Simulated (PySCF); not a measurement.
CH3F, SMILES CF.

Geometry optimised at B3LYP-D3(BJ)/def2-TZVP.

Two levels are set side by side: PBE/def2-TZVPD (PySCF) and B3LYP/def2-TZVPD (PySCF). Same geometry, gas phase. Differences are taken from unrounded values.

| quantity | B3LYP | PBE | PBE minus B3LYP |
|---|---|---|---|
| orbital gap (eV) | 9.85 | 7.97 | -1.88 |
| highest occupied level (eV) | -9.67 | -8.06 | 1.60 |
| lowest empty level (eV) | 0.19 | -0.09 | -0.28 |
| dipole moment (D) | 1.86 | 1.74 | -0.12 |
| mean polarisability (bohr³) | 17.3 | 17.9 | 0.6 |

Without exact exchange PBE keeps part of each electron's self-repulsion, which lifts occupied levels and narrows the gap. Loosely held outer electrons make PBE densities more polarisable. Differences between two approximate levels are no errors against the true value.

Rough cost on one machine, each run with all the roots and properties that it gave: B3LYP against PBE within a factor of 2.
